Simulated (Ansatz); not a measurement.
A calculation with Ansatz (development build ahead of 0.2.0).

```yaml
crystal:
  periodic: [false, false, false]
  atoms:
    - { symbol: C, position_ang: [1.49554, -0.02685, 0.20728] }
    - { symbol: C, position_ang: [0.76087, 1.28807, -0.19859] }
    - { symbol: C, position_ang: [-0.75347, 1.28761, 0.19245] }
    - { symbol: C, position_ang: [-1.49017, -0.0188, -0.19484] }
    - { symbol: C, position_ang: [-0.69034, -1.29068, 0.21462] }
    - { symbol: C, position_ang: [0.74843, -1.30756, -0.24723] }
    - { symbol: H, position_ang: [1.48718, -0.00989, 1.29763] }
    - { symbol: H, position_ang: [2.43394, 0.01017, -0.20509] }
    - { symbol: H, position_ang: [0.77943, 1.28755, -1.28958] }
    - { symbol: H, position_ang: [1.20456, 2.17976, 0.17395] }
    - { symbol: H, position_ang: [-1.2614, 2.16291, -0.13739] }
    - { symbol: H, position_ang: [-0.73735, 1.29113, 1.29721] }
    - { symbol: H, position_ang: [-1.49831, 0.0148, -1.2837] }
    - { symbol: H, position_ang: [-2.42224, -0.00026, 0.17184] }
    - { symbol: H, position_ang: [-1.19112, -2.13132, -0.15488] }
    - { symbol: H, position_ang: [-0.8015, -1.29165, 1.31457] }
    - { symbol: H, position_ang: [1.26541, -2.10546, 0.19399] }
    - { symbol: H, position_ang: [0.78901, -1.31307, -1.35985] }
basis:
  gaussian: { orbitals: cc-pVDZ }
hamiltonian:
  xc: hf
```

The input is written out in the form of the current development build from the run's settings.

Results

```yaml
Converged: yes
Total_energy: -234.19514 hartree
Spin_squared_of_the_determinant: 0.000
```

Caution: no unrestricted run beside it, a lower state can exist.
